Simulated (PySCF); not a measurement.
A made-up structure of SiH₂S₂, singlet:

S1  (-1.843, 0.680, 0.818)
Si2  (-0.503, -0.297, -0.185)
S3  (1.570, 0.013, -0.194)
H4  (2.550, -0.914, -0.368)
H5  (1.498, 1.033, 0.681)
(Å)

It is relaxed with PBE-D4/def2-SVP and then PBE0-D4/def2-TZVP (PySCF 2.14 with density fitting (its default auxiliary sets; JK sets also for MP2 and CCSD(T))). Atoms count as bonded within 1.22 times the sum of their covalent radii (H–H: 0.88 Å). The end point is not checked to be a true minimum.

(1) Does its bonding change? (A judgement: the text doesn't fix the answer.)

Results:

(1) The calculation gives: Yes. Formed: none; broken: Si2–S3.

Where it ends: The first stage lowers the energy by 2.85 eV in 34 steps. It ends as a complex of H₂S + SiS:
| atom | x (Å) | y (Å) | z (Å) |
| --- | --- | --- | --- |
| S1 | -1.5095 | -0.2740 | 1.1032 |
| Si2 | -0.7760 | -0.9961 | -0.5465 |
| S3 | 1.8624 | 0.6957 | -0.5690 |
| H4 | 2.4033 | -0.2049 | 0.2665 |
| H5 | 1.2073 | 1.3072 | 0.4307 |

For scale, one of the runs: PBE0-D4/def2-TZVP relaxation, 123 basis functions, launched by `OMP_NUM_THREADS=2 python run.py`. The run took 110 s on 2 CPU threads of a Oxide Virtual Turin-like (shared host), with 1.2 GiB of host memory at its peak.
